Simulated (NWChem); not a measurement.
# CH2ClF (chlorofluoromethane): levels of theory compared

We compute a comparison of 3 runs (HF/STO-3G, HF/3-21G, B3LYP/6-31G*) of CH2ClF (chlorofluoromethane). 

The results are computed with NWChem 7.3.0.

3 further runs of the same task are left out: 3 set aside as unsound or not needed.

## Step 1: Starting point

CH2ClF has 5 atoms, charge 0, and is taken as a singlet. SMILES: `FCCl`. The shape is that of a PBE0-D4/def2-TZVP optimisation.

Bond lengths: F1–C2 1.355 Å, C2–Cl3 1.766 Å, C2–H4 1.089 Å, C2–H5 1.089 Å. Angles: F1–C2–Cl3 110.5°, F1–C2–H4 109.3°, F1–C2–H5 109.3°, Cl3–C2–H4 107.8°, Cl3–C2–H5 107.8°, H4–C2–H5 112.3°.

## Step 2: Energy and forces at HF/STO-3G (run 1)

Contents of input.xyz:

```xyz
5

F     -0.970450     0.560520     0.766500
C      0.083560     0.089320     0.058070
Cl    -0.422970    -1.232890    -0.998060
H      0.832130    -0.302600     0.745580
H      0.477720     0.885670    -0.572080
```

Contents of run.py:

```python
from ase.io import read
from ase.calculators.nwchem import NWChem

system = read('input.xyz')

calc = NWChem(
    label='input',
    theory='scf',
    memory='2200 mb',
    basis='STO-3G',
    basispar='spherical bse',
    scf={'nopen': '0', 'rhf': None, 'thresh': '1e-08', 'maxiter': '80'},
)
system.calc = calc

forces = system.get_forces()
print(f"energy = {system.get_potential_energy():.6f} eV")
print("forces (eV/A):")
for s, f in zip(system.symbols, forces):
    print(f"{s:2s} {f[0]:10.5f} {f[1]:10.5f} {f[2]:10.5f}")
print("dipole (e A):", system.get_dipole_moment().round(4))
```

The run is started by

```console
$ export ASE_NWCHEM_COMMAND="nwchem PREFIX.nwi > PREFIX.nwo"
$ python run.py
```

Standard output:

```text
energy = -16086.536317 eV
forces (eV/A):
F    -0.99867    0.42511    0.65193
C     0.31090    0.94776    0.77123
Cl   -0.49144   -1.53094   -1.24842
H     0.64149   -0.09503    0.10562
H     0.53772    0.25305   -0.28035
dipole (e A): [0.3023 0.2682 0.1606]
```

The calculator wrote input.nwi:

```
title "input"

permanent_dir input

scratch_dir input

start input

geometry units angstrom nocenter noautosym noautoz
  F  -9.7045000000000003e-01 5.6052000000000002e-01 7.6649999999999996e-01
  C  8.3559999999999995e-02 8.9319999999999997e-02 5.8069999999999997e-02
  Cl -4.2297000000000001e-01 -1.2328900000000000e+00 -9.9805999999999995e-01
  H  8.3213000000000004e-01 -3.0259999999999998e-01 7.4558000000000002e-01
  H  4.7771999999999998e-01 8.8566999999999996e-01 -5.7208000000000003e-01
end

memory 2200 mb

basis spherical bse noprint
   * library STO-3G
end

scf
  nopen 0
  rhf
  thresh 1e-08
  maxiter 80
end

task scf gradient
```

input.nwo:

```text
Northwest Computational Chemistry Package (NWChem) 7.3.0
             --------------------------------------------------------

           Job information
           ---------------

    nwchem branch   = 7.3.0
    use scalapack   = T
    input           = input.nwi
    prefix          = input.
    data base       = input/input.db
    status          = startup
    nproc           =        1

           Memory information
           ------------------

[... 5 lines left out ...]
    hardfail = no
[... 128 lines left out ...]
         Quadratically convergent ROHF
[... 15 lines left out ...]
       Final RHF  results
[... 4 lines left out ...]
      Two-electron energy =    329.164181909209
[... 30 lines left out ...]
                       ROHF Final Molecular Orbital Analysis
[... 171 lines left out ...]
                 ----------------------------------------
                 |  Time  |  1-e(secs)   |  2-e(secs)   |
                 ----------------------------------------
                 |  CPU   |       0.00   |       0.14   |
                 ----------------------------------------
                 |  WALL  |       0.00   |       0.14   |
                 ----------------------------------------

 Task  times  cpu:        0.5s     wall:        0.5s
 Total times  cpu:        0.5s     wall:        0.5s
```

Run time: 1.4 s. Hardware: 1 thread of Intel Xeon 6975P-C (Granite Rapids), shared host; peak memory 0.1 GiB.

## Step 3: Energy and gradient at HF/3-21G (run 2)

Contents of sp.nw:

```
start sp
title "CH2ClF gradient"
memory total 2200 mb
charge 0
geometry units angstrom noautosym nocenter noautoz
 F       -0.970450       0.560520       0.766500
 C        0.083560       0.089320       0.058070
 Cl      -0.422970      -1.232890      -0.998060
 H        0.832130      -0.302600       0.745580
 H        0.477720       0.885670      -0.572080
end
basis spherical bse
 * library 3-21G
end
scf
 thresh 1e-08
 maxiter 80
end
task scf gradient
```

The run is started by

```console
$ nwchem sp.nw > sp.out
```

Standard output:

```text
[...]
  functions       =    35
[...]
  wavefunction    = RHF
[...]
         Total SCF energy =   -594.988261402343
      One-electron energy =  -1025.440035625397
      Two-electron energy =    328.781877663379
 Nuclear repulsion energy =    101.669896559675
        Time for solution =      0.4s
[...]
                         RHF ENERGY GRADIENTS
    atom               coordinates                        gradient
                 x          y          z           x          y          z
   1 F      -1.833885   1.059229   1.448475    0.020115  -0.006249  -0.011045
   2 C       0.157906   0.168790   0.109736   -0.041571  -0.032599  -0.018219
   3 Cl     -0.799297  -2.329824  -1.886060    0.013117   0.032435   0.025722
   4 H       1.572498  -0.571831   1.408942    0.006440  -0.004406   0.010213
   5 H       0.902760   1.673674  -1.081074    0.001899   0.010819  -0.006671
[...]
```

Wall time 1.1 s (1 thread of Intel Xeon 6975P-C (Granite Rapids), shared host); peak memory 0.1 GiB.

## Step 4: Energy and gradient at B3LYP/6-31G(d) (Cartesian functions) (run 3)

Contents of nw.nw:

```
start nw
title "CH2ClF"
memory total 2200 mb

geometry units angstrom noautosym nocenter noautoz
   F    -0.970450    0.560520    0.766500
   C     0.083560    0.089320    0.058070
   Cl   -0.422970   -1.232890   -0.998060
   H     0.832130   -0.302600    0.745580
   H     0.477720    0.885670   -0.572080
end

basis
   * library 6-31G*
end

dft
   xc b3lyp
   grid xfine
   convergence energy 1e-08
   iterations 100
   mulliken
end

task dft gradient
```

The run is started by

```console
$ nwchem nw.nw > nw.out
```

Standard output:

```text
[...]
          Wavefunction type:  closed shell.
          No. of atoms     :     5
          No. of electrons :    34
[...]
          Charge           :     0
          Spin multiplicity:     1
[...]
          AO basis - number of functions:    53
[...]
              XC Information
              --------------
                         B3LYP Method XC Potential
                     Hartree-Fock (Exact) Exchange  0.200
                        Slater Exchange Functional  0.800 local
                    Becke 1988 Exchange Functional  0.720 non-local
              Lee-Yang-Parr Correlation Functional  0.810
                  VWN I RPA Correlation Functional  0.190 local
[...]
 d= 0,ls=0.0,diis     1   -599.2461076116 -7.01D+02  2.35D-02  8.42D-01     0.9
[...]
 d= 0,ls=0.0,diis     8   -599.3314190078 -3.78D-09  5.99D-06  1.09D-07     6.1
         Total DFT energy =     -599.331419007829
      One electron energy =    -1029.310020267380
           Coulomb energy =      373.212460662207
    Exchange-Corr. energy =      -44.903755962332
 Nuclear repulsion energy =      101.669896559675
[...]
  wavefunction    = closed shell
                         DFT ENERGY GRADIENTS
    atom               coordinates                        gradient
                 x          y          z           x          y          z
   1 F      -1.833885   1.059229   1.448475    0.005885  -0.002697  -0.004014
   2 C       0.157906   0.168790   0.109736   -0.005224  -0.006969  -0.004882
   3 Cl     -0.799297  -2.329824  -1.886060    0.003820   0.010715   0.008635
   4 H       1.572498  -0.571831   1.408942   -0.002388  -0.000030  -0.000417
   5 H       0.902760   1.673674  -1.081074   -0.002094  -0.001019   0.000678
[...]
```

It took 8.7 s on 1 thread of Intel Xeon 6975P-C (Granite Rapids), shared host; peak memory 0.13 GiB.

## Step 5: Overview of the runs

| run | level | Cartesian functions | iteration cap | energy (Eh) | dipole moment (D) | HOMO energy (eV) | LUMO energy (eV) | wall time |
| --- | --- | --- | --- | --- | --- | --- | --- | --- |
| 1 | HF/STO-3G | no | 80 | -591.169311 | 2.09 | -10.63 | 9.94 | 1.4 s |
| 2 | HF/3-21G | no | 80 | -594.988261 | 2.48 | -12.45 | 5.28 | 1.1 s |
| 3 | B3LYP/6-31G* (Cartesian functions) | yes | 100 | -599.331419 | 1.85 | -8.42 | 0.74 | 8.7 s |

## Step 6: Summary of results

| quantity | value |
| --- | --- |
| run 3: total energy | -599.33142 Eh |
| run 3: dipole moment | 1.85 D |
| run 3: HOMO energy | -8.42 eV |
| run 3: LUMO energy | 0.74 eV |
| run 3: HOMO–LUMO gap | 9.16 eV |
| run 3: largest force on an atom | 0.734 eV/Å |

What this shows: The dipole moment (its size) runs from 1.85 D (B3LYP/6-31G*) to 2.48 D (HF/3-21G). The two ends differ in method and basis. The HOMO–LUMO gap runs from 9.16 eV (B3LYP/6-31G*) to 20.57 eV (HF/STO-3G). In run 1 the basis is minimal, so the values are rough. All runs together took 11 s, the longest 8.7 s.
